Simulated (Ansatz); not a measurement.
We consider 1T (CdI2-type) ZrSe₂, described by PBEsol in Ansatz (plane waves, PAW).

Numerical settings: plane-wave cutoff 500 eV, 12×12×8 k mesh (along the axes of the cell as run), Fermi–Dirac smearing 0.05 eV, scalar-relativistic PAW data made under PBE.

Computed at the level's own relaxed cell.

**Question.** Estimate the equilibrium volume per atom, lattice parameter a, lattice parameter c and band gap that the calculation returns.

**Answer.** 
equilibrium volume per atom: 24.61 Å³/atom
lattice parameter a: 3.728 Å
lattice parameter c: 6.134 Å
band gap: 0.09 eV (under three smearing widths, so not firm)

Measured, for comparison: band gap 1.18 eV (temperature not stated, not corrected to a static lattice, fundamental, indirect, our sources range from 0.90 to 1.20; as tabulated in Rybak et al. (2022), arXiv:2210.12074); lattice constant a 3.77 Å (temperature not stated, not corrected to a static lattice; as tabulated in Björkman (2014), arXiv:1406.2436); lattice parameter c 6.122 Å (temperature not stated, zero-point anharmonic expansion removed (computed with revB86b-DF2); no thermal correction; as tabulated in Björkman (2014), arXiv:1406.2436). Computed (rounded) less measured: lattice constant a -1.1 %, lattice parameter c +0.2 %. A static lattice is as a rule a little smaller and stiffer than an uncorrected measurement, which narrows the difference in the lattice constant a and would widen misses of the other sign.

Note: the cell comes from a level without a dispersion term, which matters for the spacing of layers, chains or molecules; the cell has widely spaced layers and the level no dispersion term, so their spacing and the moduli can rest on weak binding.

Spin–orbit coupling is not included.

The computed numbers hold no vibrational or temperature effects.

Ansatz is a quantum-chemistry and plane-wave program.
